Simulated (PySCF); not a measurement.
PySCF input (B3PW91/6-31G* (5d)):

```python
from pyscf import gto, dft

mol = gto.M(
    atom='''
    C     0.00789300    0.76166900   -0.01439200
    C    -0.00789300   -0.76166900    0.01439200
    O     1.03758700    1.37942600   -0.02599300
    H    -0.99194700    1.23600300   -0.02342400
    O    -1.03758700   -1.37942600    0.02599300
    H     0.99194700   -1.23600300    0.02342400
    ''',
    basis='6-31g*',
    charge=0,
    spin=0,
    verbose=4,
)

mf = dft.RKS(mol, xc='b3pw91')
mf.grids.level = 3
mf.conv_tol = 1e-9
mf.max_cycle = 100
mf.max_memory = 1500
mf.kernel()
if not mf.converged:
    mf = mf.newton()
    mf.kernel(mf.make_rdm1())
mf.dip_moment()
```

From the output:

```
becke partition: Becke, JCP 88, 2547 (1988); DOI:10.1063/1.454033
pruning grids: <function nwchem_prune>
grids dens level: 3
symmetrized grids: False
atomic radii adjust function: <function treutler_atomic_radii_adjust>
small_rho_cutoff = 0
Set gradient conv threshold to 3.16228e-05
Initial guess from minao.
tot grids = 76016
init E= -228.211519052387
  HOMO = -0.304705132346309  LUMO = -0.18097690396326  gap/eV = 3.36682
cycle= 1 E= -227.507259077773  delta_E= 0.704  |g|= 1.03  |ddm|=  2.6
  HOMO = -0.157055600623597  LUMO = -0.0460580374729176  gap/eV = 3.02040
cycle= 2 E= -226.59281724957  delta_E= 0.914  |g|= 2.39  |ddm|= 2.63
  HOMO = -0.25286669687618  LUMO = -0.101502011540366  gap/eV = 4.11884
cycle= 3 E= -227.721392174569  delta_E= -1.13  |g|= 0.0831  |ddm|= 1.93
  HOMO = -0.274348780779156  LUMO = -0.122302720229165  gap/eV = 4.13738
cycle= 4 E= -227.722540297023  delta_E= -0.00115  |g|= 0.0463  |ddm|= 0.139
  HOMO = -0.268023821367509  LUMO = -0.113869050574167  gap/eV = 4.19476
cycle= 5 E= -227.723057171515  delta_E= -0.000517  |g|= 0.00746  |ddm|= 0.0429
  HOMO = -0.268363754692869  LUMO = -0.113992630984514  gap/eV = 4.20065
cycle= 6 E= -227.723067513567  delta_E= -1.03e-05  |g|= 0.00159  |ddm|= 0.00591
  HOMO = -0.268443669786196  LUMO = -0.114017628533403  gap/eV = 4.20215
cycle= 7 E= -227.723068004489  delta_E= -4.91e-07  |g|= 6.9e-05  |ddm|= 0.00161
  HOMO = -0.268448505172707  LUMO = -0.114018485606955  gap/eV = 4.20225
cycle= 8 E= -227.723068005463  delta_E= -9.74e-10  |g|= 8.41e-06  |ddm|= 7.51e-05
  HOMO = -0.268448212884996  LUMO = -0.114017908562823  gap/eV = 4.20226
Extra cycle  E= -227.723068005456  delta_E= 6.93e-12  |g|= 1.03e-05  |ddm|= 1.35e-05
converged SCF energy = -227.723068005456
Dipole moment(X, Y, Z, Debye): -0.00000, -0.00000,  0.00000
```

The geometry given is a B3LYP-D3(BJ)/def2-TZVP minimum.
